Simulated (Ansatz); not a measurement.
How basis sets differ on NClO (nitrosyl chloride)

NClO: 3 atoms, total charge 0, spin state singlet. SMILES: `O=NCl`. The coordinates come from a PBE0-D4/def2-TZVP relaxation.

```xyz
3

O     1.0001   -0.3383    0.5139
N     0.0520   -0.5996   -0.0358
Cl   -1.0521    0.9379   -0.4780
```

Each level gives the atomisation enthalpy at 298 K (kJ/mol). The values are calculated. The thermal term (zero-point and 298 K enthalpy, harmonic and unscaled) is that of PBE0-D4/def2-TZVP; the spin-orbit lowering of the free atoms at 298 K, 3.8 kJ/mol by their spectra, is taken off.

Measured value to compare with: Active Thermochemical Tables gives the atomisation enthalpy at 298 K of the gas as 790 kJ/mol.

| level | kind | program | value (kJ/mol) | computed − measured | CPU time (all runs) |
| --- | --- | --- | --- | --- | --- |
| RPA@PBE/STO-3G | RPA | Ansatz | 360 | -430 | 2.7 s |
| RPA@PBE/3-21G | RPA | Ansatz | 368 | -422 | 1.6 s |
| RPA@PBE/6-31G | RPA | Ansatz | 362 | -428 | 1.8 s |
| RPA@PBE/6-31G* (spherical functions) | RPA | Ansatz | 618 | -172 | 2.1 s |
| RPA@PBE/6-311G** | RPA | Ansatz | 639 | -151 | 2.5 s |
| RPA@PBE/6-311+G** | RPA | Ansatz | 647 | -143 | 3.1 s |
| RPA@PBE/6-311++G(2d,2p) | RPA | Ansatz | 656 | -134 | 3.8 s |
| RPA@PBE/cc-pVTZ | RPA | Ansatz | 695 | -95 | 8.1 s |
| RPA@PBE/6-311++G(3df,3pd) | RPA | Ansatz | 716 | -74 | 5.4 s |

Nearest: RPA@PBE/6-311++G(3df,3pd) (-74 kJ/mol); farthest: RPA@PBE/STO-3G (-430 kJ/mol). Without the sets that lack polarisation functions the rows with a basis span only 618 to 716 kJ/mol. Times are those of the runs behind each value, whatever else they computed, on shared processors of several kinds: orders of magnitude only.
